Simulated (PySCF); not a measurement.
**C4H6N2: calculation and literature**

Structure with atom numbers: `[CH3:1][n:2]1[cH:3][cH:4][cH:5][n:6]1` (H(Xn): hydrogen on atom n).

The experiment to reproduce: δ $^{15}$N N6 -65.7; N2 -181.3 ppm (measured; solution, cyclohexane; M. Witanowski, Z. Biedrzycka, W. Sicinska, Z. Grabowski, J. Magn. Reson. 131 (1998) 54).

PySCF calculation with shieldings: GIAO PBE0/pcSseg-1 and structure optimised with GFN2-xTB; non-relativistic Hamiltonian, in vacuum, a single conformation, averaged over atoms made equivalent by symmetry, fast rotation or ring inversion.

Question: What does the calculation give, and how does it compare?

Answer: 
Reference values: measured (solution, cyclohexane; M. Witanowski, Z. Biedrzycka, W. Sicinska, Z. Grabowski, J. Magn. Reson. 131 (1998) 54).
| atoms | quantity | reference | computed | computed, scaled |
| --- | --- | --- | --- | --- |
| N6 | δ $^{15}$N vs neat liquid CH3NO2 | -65.7 | – | -70.4 |
| N2 | δ $^{15}$N vs neat liquid CH3NO2 | -181.3 | – | -187.0 |

Computed shifts are σ(ref) − σ with the named reference compound (TMS for H and C) calculated as an isolated molecule at the same level. The measured values may be among those fitted. Shieldings were converted by a linear fit to measured shifts: $^{15}$N (scatter 6.3 ppm rms vs CH3NO2, solution or neat liquid). Occasional misses reach two or three times the rms, and more in compound classes unlike the fitted ones.
